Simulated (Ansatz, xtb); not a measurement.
# BH4SSi+: which of two isomers lies lower

Structure a: `[SiH2+]BS`, a singlet. Structure b: `B[S+]=[SiH2]`, a singlet. Both are isolated ions in the gas phase, relaxed with PBE0-D3(BJ)/pcseg-1; the shapes shown needn't be the lowest conformers.

a (Å):

```
atom    x (Å)    y (Å)    z (Å)
   B  -1.4532  -1.1911   0.2154
   S  -1.4248  -2.9089   0.5032
  Si  -0.7559   0.1827   1.4678
   H  -1.9002  -0.6734  -0.7737
   H  -1.6162   0.8843   2.4546
   H   0.6176   0.7396   1.3701
   H  -2.0133  -3.2980  -0.6554
```

b (Å):

```yaml
atoms:
  - { symbol: B, position_ang: [-2.0157, 0.4209, 0.8173] }
  - { symbol: S, position_ang: [-1.4405, -0.6333, -0.5988] }
  - { symbol: Si, position_ang: [-0.5356, -2.1544, 0.4207] }
  - { symbol: H, position_ang: [-2.5924, 1.4028, 0.4784] }
  - { symbol: H, position_ang: [-1.7929, 0.0835, 1.9383] }
  - { symbol: H, position_ang: [-0.5003, -2.1520, 1.9004] }
  - { symbol: H, position_ang: [0.0767, -3.2470, -0.3652] }
```

Quicker runs give these differences E(b) − E(a): GFN2-xTB −9.5 kcal/mol; HF/STO-3G −9.1 kcal/mol (at GFN2-xTB geometries); r2SCAN-D4/def2-SVP −9.0 kcal/mol (at GFN2-xTB geometries).

**Question.** Estimate E(b) − E(a) at the level CCSD(T)/def2-TZVP.

**Answer.** Calculated at CCSD(T)/def2-TZVP: E(b) − E(a) = −15.1 kcal/mol, so structure b lies lower.

The same difference at several levels:

| level | geometry | E(b) − E(a) (kcal/mol) | departure from the last row (kcal/mol) | job, with rough time for the two |
| --- | --- | --- | --- | --- |
| GFN2-xTB | GFN2-xTB | −9.5 | +5.6 | optimisation, 0.56 s |
| HF/STO-3G | GFN2-xTB | −9.1 | +6.0 | single point, 2.1 s |
| r2SCAN-D4/def2-SVP | GFN2-xTB | −9.0 | +6.0 | single point, 7.9 s |
| PBE0-D3(BJ)/pcseg-1 | PBE0-D3(BJ)/pcseg-1 | −10.5 | +4.5 | optimisation, 74 s |
| HF/def2-TZVP | PBE0-D3(BJ)/pcseg-1 | −17.8 | −2.7 | part of the CCSD(T) run |
| MP2/def2-TZVP | PBE0-D3(BJ)/pcseg-1 | −17.4 | −2.3 | part of the CCSD(T) run |
| CCSD(T)/def2-TZVP | PBE0-D3(BJ)/pcseg-1 | −15.1 |  | single point, 39 s |

As drawn, b has 1 S=Si, 1 B–H in place of 1 B–Si, 1 S–H.

The levels shown agree on the order. The largest departure from CCSD(T)/def2-TZVP is that of r2SCAN-D4/def2-SVP, 6.0 kcal/mol.

With harmonic frequencies from PBE0-D3(BJ)/pcseg-1 (ideal gas, rigid rotor, one conformer each, 298.15 K, 1 atm): the zero-point term adds +0.8 kcal/mol; ΔH is −14.4 and ΔG −13.8 kcal/mol.

The correlated steps freeze 11 core orbitals. Codes used: Ansatz 0.2.0, xtb 6.7.1; the last row on 1 thread of Intel(R) Xeon(R) Processor @ 2.50GHz (Skylake/Cascade Lake) on a shared host.
